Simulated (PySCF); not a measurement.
Basis-set dependence of population analyses: `[PH4+]`

Species: PH₄ (charge +1).
Structure used (PBE0-D3(BJ)/def2-SVP), in Å, numbered top down from 1:
```xyz
5
PH4 angstrom
P     -0.023    0.015   -0.020
H     -0.792   -0.858   -0.814
H      0.297   -0.617    1.198
H     -0.761    1.187    0.239
H      1.164    0.349   -0.702
```

PBE0 throughout (PySCF), one geometry, spherical d and f functions. Geometry: PBE0-D3(BJ)/def2-SVP; no solvent, vibrations or thermal averaging. Atoms taken as equivalent share a column and are averaged.

Mulliken charges (e):

```csv
basis,functions,P1,H2/H3/H4/H5
pcSseg-0,21,-0.049,+0.262
cc-pVDZ,38,+0.282,+0.179
aug-cc-pVDZ,63,-1.254,+0.564
IGLO-III,84,+0.861,+0.035
cc-pVTZ,90,+0.333,+0.167
pcSseg-3,208,+0.414,+0.147
```

IAO charges (e):

```tsv
basis	functions	P1	H2/H3/H4/H5
pcSseg-0	21	+0.395	+0.151
cc-pVDZ	38	+0.585	+0.104
aug-cc-pVDZ	63	+0.589	+0.103
IGLO-III	84	+0.622	+0.095
cc-pVTZ	90	+0.606	+0.099
pcSseg-3	208	+0.625	+0.094
```

Hirshfeld charges (e):

```json
{"basis": "pcSseg-0", "functions": "21", "P1": "+0.530", "H2/H3/H4/H5": "+0.117"}
{"basis": "cc-pVDZ", "functions": "38", "P1": "+0.551", "H2/H3/H4/H5": "+0.112"}
{"basis": "aug-cc-pVDZ", "functions": "63", "P1": "+0.541", "H2/H3/H4/H5": "+0.115"}
{"basis": "IGLO-III", "functions": "84", "P1": "+0.535", "H2/H3/H4/H5": "+0.116"}
{"basis": "cc-pVTZ", "functions": "90", "P1": "+0.544", "H2/H3/H4/H5": "+0.114"}
{"basis": "pcSseg-3", "functions": "208", "P1": "+0.542", "H2/H3/H4/H5": "+0.115"}
```

Problem. Which scheme is steadiest as the basis changes?

Solution. Largest range over the bases for any column: Hirshfeld 0.02 e, IAO 0.23 e, Mulliken 2.11 e. Hirshfeld charges move least and Mulliken charges most, counted in e.

Problem. How much do the charges still move between the two largest bases, cc-pVTZ and pcSseg-3?

Solution. At most, over all atoms: Mulliken 0.081 e, IAO 0.019 e, Hirshfeld 0.002 e.

Problem. What do the same runs give for the total energy and the frontier levels?

Solution. 
```tsv
basis	energy (Eh)	HOMO (eV)	LUMO (eV)
pcSseg-0	-342.8762	-19.45	-5.30
cc-pVDZ	-343.3083	-19.12	-5.70
aug-cc-pVDZ	-343.3096	-19.10	-5.91
IGLO-III	-343.3244	-19.13	-5.89
cc-pVTZ	-343.3264	-19.12	-5.97
pcSseg-3	-343.3361	-19.12	-6.13
```
